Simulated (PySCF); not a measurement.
## Two-photon absorption: `C(=C)/C=C/[O-]`, [C$_{4}$H$_{5}$O]-, charge -1

Molfile (atoms numbered from 1):
```
C4H5O
     RDKit          3D

 10  9  0  0  0  0  0  0  0  0999 V2000
   -1.9642    0.2439    0.3806 C   0  0  0  0  0  0  0  0  0  0  0  0
   -0.8081    0.4083   -0.3264 C   0  0  0  0  0  0  0  0  0  0  0  0
    0.5454    0.2486    0.0665 C   0  0  0  0  0  0  0  0  0  0  0  0
    1.6112    0.4660   -0.8247 C   0  0  0  0  0  0  0  0  0  0  0  0
    2.8339    0.3681   -0.6417 O   0  0  0  0  0  0  0  0  0  0  0  0
   -1.9506   -0.0597    1.4340 H   0  0  0  0  0  0  0  0  0  0  0  0
   -2.9434    0.4094   -0.0792 H   0  0  0  0  0  0  0  0  0  0  0  0
   -0.9264    0.7157   -1.3805 H   0  0  0  0  0  0  0  0  0  0  0  0
    0.7888   -0.0550    1.0931 H   0  0  0  0  0  0  0  0  0  0  0  0
    1.2390    0.7760   -1.8567 H   0  0  0  0  0  0  0  0  0  0  0  0
  1  2  2  0
  2  3  1  0
  3  4  2  0
  4  5  1  0
  1  6  1  0
  1  7  1  0
  2  8  1  0
  3  9  1  0
  4 10  1  0
M  CHG  1   5  -1
M  END
```

Level of theory: TDDFT BHandHLYP/def2-SVPD excited states, vertical, gas phase in PySCF. Geometry: PBE0-D3(BJ)/def2-SVP.

For a gas-phase anion, states above the detachment energy (about 0.9 eV, taken as minus the energy of the highest occupied orbital) lie in the continuum and depend on the basis.

(1) Give the one- and two-photon strengths of the lowest singlets.

Answers

(1) δ for parallel linear polarisation; σ at the peak of a Lorentzian of half width 0.1 eV, single beam; Ω is circular over linear.
```tsv
state	E (eV)	f	photon λ (nm)	δ (au)	σ (GM)	Ω	main
S1	3.95	0.010	627	217	1.24	1.50	HOMO→LUMO 0.96
S2	4.29	0.000	578	23.1	0.16	1.50	HOMO→LUMO+1 0.96
S3	4.93	0.754	503	178	1.58	0.61	HOMO→LUMO+2 0.95
S4	4.94	0.013	502	68.9	0.62	1.50	HOMO→LUMO+3 0.86, HOMO→LUMO+4 0.09
S5	5.37	0.000	462	0.42	0.00	1.50	HOMO−1→LUMO+2 0.80, HOMO−1→LUMO+6 0.13
```

Among these, the strongest one-photon state is S3, the strongest two-photon state S3.
